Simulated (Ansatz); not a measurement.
# C4H7Cl: the cost of one run

Method: the settings change from run to run; program: Ansatz 0.2.0, Gaussian basis.

## (1) The molecule

The structure was relaxed beforehand with PBE0-D4 in a triple-zeta def2 set.

SMILES `C=CCCCl`, 12 atoms, charge 0, spin multiplicity 1.

Atoms are counted from 1 here; the program's logs count them from 0.

Bond lengths: C1–C2 1.325 Å, C1–H6 1.084 Å, C1–H7 1.086 Å, C2–C3 1.492 Å, C2–H8 1.087 Å, C3–C4 1.517 Å, C3–H9 1.096 Å, C3–H10 1.096 Å, C4–Cl5 1.788 Å, C4–H11 1.090 Å, C4–H12 1.089 Å. Angles: C2–C1–H6 121.5°, C2–C1–H7 121.6°, H6–C1–H7 116.9°, C1–C2–C3 124.4°, C1–C2–H8 119.6°, C3–C2–H8 116.0°, C2–C3–C4 113.7°, C2–C3–H9 110.1°, C2–C3–H10 109.7°, C4–C3–H9 108.4°, C4–C3–H10 107.6°, H9–C3–H10 107.2°, C3–C4–Cl5 112.1°, C3–C4–H11 111.4°, C3–C4–H12 111.1°, Cl5–C4–H11 106.5°, Cl5–C4–H12 106.2°, H11–C4–H12 109.2°.

## (2) RPA/aug-cc-pVTZ

Contents of in.yaml:

```yaml
crystal:
  periodic: [false, false, false]
  atoms:
    - {symbol: C, position_ang: [-0.872239, 1.500686, 1.017827]}
    - {symbol: C, position_ang: [-0.696019, 0.247599, 0.624768]}
    - {symbol: C, position_ang: [0.618950, -0.334868, 0.226677]}
    - {symbol: C, position_ang: [0.650428, -0.853427, -1.198189]}
    - {symbol: Cl, position_ang: [-0.455458, -2.237862, -1.434060]}
    - {symbol: H, position_ang: [-1.850682, 1.875009, 1.295183]}
    - {symbol: H, position_ang: [-0.042613, 2.198672, 1.081657]}
    - {symbol: H, position_ang: [-1.549731, -0.423461, 0.572942]}
    - {symbol: H, position_ang: [0.885096, -1.157569, 0.899747]}
    - {symbol: H, position_ang: [1.402725, 0.425202, 0.319345]}
    - {symbol: H, position_ang: [0.341612, -0.086098, -1.907485]}
    - {symbol: H, position_ang: [1.644931, -1.209083, -1.464411]}
basis:
  gaussian: {orbitals: aug-cc-pVTZ}
hamiltonian: {xc: {name: HF}}
correlation: {method: rpa}
```

The run is started by

```
$ ansatz run in.yaml --threads 4 --pin off --events-out ev --progress --plain --max-ram 10444MiB
```

What time and memory should one allow on 4 threads of Arm Neoverse V1, shared host?

About 19 s, with a peak of 2 GiB.
